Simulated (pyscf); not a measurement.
Structures and frequencies: ωB97X-D3(BJ)/def2-SVP in PySCF.

Problem. Estimate by transition-state theory the rate constant of `[CH3][ZnH]` + `[CH3][OH]` → `[CH4]` + `[CH3][O][ZnH]` (singlet surface; C–Zn, H–O broken, C–H, O–Zn formed) at 600 K, with ωB97M-D3(BJ)/def2-TZVP energies (ideal gas, 1 atm, RRHO with modes under 100 cm⁻¹ raised to 100, one conformer, R ln 2 for rigid chiral ones; no tunnelling).

Solution. The electronic barrier is 17.8 kcal/mol and the thermal terms add +17.0, so ΔG‡ = 34.8 kcal/mol. With k_BT/h = 1.25e+13 s⁻¹ and RT = 1.192 kcal/mol, and a volume of 8.18e-20 cm³ per molecule at 1 atm, k = 2.1e-19 cm³ molecule⁻¹ s⁻¹. Wigner's tunnelling factor for 1396i cm⁻¹ would be 1.47, likely too low at so high a frequency. A shift of 1 kcal/mol in the barrier changes k by a factor 2.3. On the reactant side the descent ends in an adduct with a O–Zn contact, 9.1 kcal/mol under the separated species and 25.9 kcal/mol under the saddle at ωB97X-D3(BJ)/def2-TZVP. What is counted as formed (O–Zn) is already present as a longer contact in the reactant adduct; forming that adduct is a step of its own. This is the saddle that the search found; another between the same sides may lie lower. Elements up to Kr have no core potential and no relativistic terms here.
